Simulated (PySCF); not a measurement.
**Sulfur: a sound run and one with changed settings**

Sound run: S [Ne] 3s2 3p4, S+ [Ne] 3s2 3p3. All numbers are calculated (PySCF 2.14, the spin-free X2C one-electron Hamiltonian (Gaussian nucleus), in aug-cc-pVDZ-DK). In the sound run the correlated levels freeze [Ne]. The sound run starts from symmetry-adapted Hartree-Fock orbitals and uses a fine grid where one is needed.

Changed run: initial guess minao, at most 50 SCF cycles, level shift 2.0 hartree.

| species | method | sound run (hartree) | changed run (hartree) | converged |
| --- | --- | --- | --- | --- |
| S | UHF | -398.57862 | -398.57862 | yes |
| S | MN15 | -399.21218 | -399.21218 | yes |
| S | M06-L | -399.18143 | -399.18143 | yes |
| S | MP2 | -398.66852 | -398.61123 | yes |
| S | CCSD(T) | -398.69039 | -398.69039 | yes |
| S+ | UHF | -398.24026 | -398.24026 | yes |
| S+ | MN15 | -398.83453 | -398.83453 | yes |
| S+ | M06-L | -398.80112 | -398.80112 | yes |
| S+ | MP2 | -398.30989 | -398.26569 | yes |
| S+ | CCSD(T) | -398.32972 | -398.32972 | yes |

Ionisation energy of S:

| method | sound run (eV) | changed run (eV) |
| --- | --- | --- |
| UHF | 9.207 | 9.207 |
| MN15 | 10.276 | 10.276 |
| M06-L | 10.349 | 10.349 |
| MP2 | 9.759 | 9.403 |
| SCS-MP2 | 9.786 | 9.419 |
| CCSD | 9.792 | 9.792 |
| CCSD(T) | 9.814 | 9.814 |

A level shift leaves the converged SCF energy unchanged but raises the virtual orbital energies, which shrinks MP2 if it is not removed.

For comparison, NIST gives 10.360 eV between the lowest levels.
